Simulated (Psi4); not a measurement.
Psi4 input (wB97X-D/6-311+G**):

```
memory 1500 MB

molecule {
1 1
C    -0.01016492   -0.27994848    1.26025238
N     0.02752705    0.54107075    0.00175175
C    -0.01788448   -0.27138968   -1.26203737
H     0.84891463   -0.94534137    1.26048731
H     0.02659022    0.38821117    2.11682979
H    -0.93230591   -0.85474018    1.26624623
H     0.87379519    1.11491211    0.00110891
H     0.84116373   -0.93674781   -1.27204628
H     0.01364080    0.40256842   -2.11426959
H    -0.94005682   -0.84614662   -1.26628736
H    -0.75613474    1.19781794    0.00637869
symmetry c1
no_reorient
no_com
}

set {
  basis 6-311+G**
  reference rks
  scf_type df
  df_basis_scf def2-universal-jkfit
  dft_radial_points 99
  dft_spherical_points 590
  e_convergence 1e-8
  d_convergence 1e-7
  maxiter 150
}

e = energy('wb97x-d')
print_out(f'\nFINAL {e:.10f} DIPOLE {variable("CURRENT DIPOLE")[0]:.6f} {variable("CURRENT DIPOLE")[1]:.6f} {variable("CURRENT DIPOLE")[2]:.6f}\n')
```

**Question.** What final total energy does it give?

**Answer.** -135.53173 Eh.
